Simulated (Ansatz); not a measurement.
water (SMILES O) moved off its minimum; all values from Ansatz (a quantum-chemistry and plane-wave program), cores frozen in correlated methods.
(charge 0, multiplicity 1)
```xyz
3

O      0.1121     0.1774     0.0145
H     -0.8462    -0.3674    -0.0498
H      0.8322    -0.4757     0.0277
```

```json
[
 {"level": "HF/def2-TZVPP", "largest force (eV/Å)": "5.97", "on atom": "H2", "rms difference from CCSD(T)/aug-cc-pVTZ (eV/Å)": "0.782", "dipole (D)": "2.05"},
 {"level": "PBE/def2-TZVPP", "largest force (eV/Å)": "4.39", "on atom": "H2", "rms difference from CCSD(T)/aug-cc-pVTZ (eV/Å)": "0.223", "dipole (D)": "1.87"},
 {"level": "r2SCAN/def2-TZVPP", "largest force (eV/Å)": "4.78", "on atom": "H2", "rms difference from CCSD(T)/aug-cc-pVTZ (eV/Å)": "0.030", "dipole (D)": "1.91"},
 {"level": "B3LYP/def2-TZVPP", "largest force (eV/Å)": "4.75", "on atom": "H2", "rms difference from CCSD(T)/aug-cc-pVTZ (eV/Å)": "0.046", "dipole (D)": "1.93"},
 {"level": "wB97M-V/def2-TZVPP", "largest force (eV/Å)": "4.89", "on atom": "H2", "rms difference from CCSD(T)/aug-cc-pVTZ (eV/Å)": "0.100", "dipole (D)": "1.93"},
 {"level": "MP2/aug-cc-pVTZ", "largest force (eV/Å)": "4.85", "on atom": "H2", "rms difference from CCSD(T)/aug-cc-pVTZ (eV/Å)": "0.044", "dipole (D)": "1.84"},
 {"level": "CCSD(T)/aug-cc-pVTZ", "largest force (eV/Å)": "4.76", "on atom": "H2", "rms difference from CCSD(T)/aug-cc-pVTZ (eV/Å)": "0.000", "dipole (D)": "1.81"}
]
```

The differences count from one level among others, with limits of its own. Forces at CCSD(T)/aug-cc-pVTZ (eV/Å):

```json
[
 {"atom": "O1", "Fx": "-3.602", "Fy": "-1.901", "Fz": "-0.237"},
 {"atom": "H2", "Fx": "4.340", "Fy": "1.937", "Fz": "0.274"},
 {"atom": "H3", "Fx": "-0.738", "Fy": "-0.036", "Fz": "-0.037"}
]
```
